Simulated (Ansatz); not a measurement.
Correlation energies of `CBO` by basis set

```xyz
8

C     0.5147    0.5918    0.6305
B    -0.2863   -0.4713   -0.1803
O    -0.6529   -0.1984   -1.4576
H     0.7172    1.5043    0.0666
H     1.4671    0.1691    0.9699
H    -0.0274    0.8562    1.5454
H    -0.5919   -1.5371    0.2961
H    -1.1406   -0.9146   -1.8706
```

Charge 0, multiplicity 1. The structure was optimised at the PBE0-D4/def2-TZVP level. It is one conformer, not always the lowest. Frozen core, restricted reference, Ansatz 0.2.0. CBS rows extrapolate triple and quadruple zeta; past MP2 they add the triple-zeta difference.

| basis | HF (Eh) | MP2 corr. |
| --- | --- | --- |
| def2-SVP | -140.27658 | -0.42066 |
| def2-TZVPP | -140.44111 | -0.52403 |
| def2-QZVPP | -140.44809 | -0.56149 |

(1) Estimate the CCSD correlation energy and the (T) correction in each basis where they were run (hartree).

Answers

(1) 
```
     basis  CCSD corr.       (T)
  def2-SVP    -0.45416  -0.01103
def2-TZVPP    -0.55138  -0.01924
 CBS(def2)    -0.61659     as TZ
```
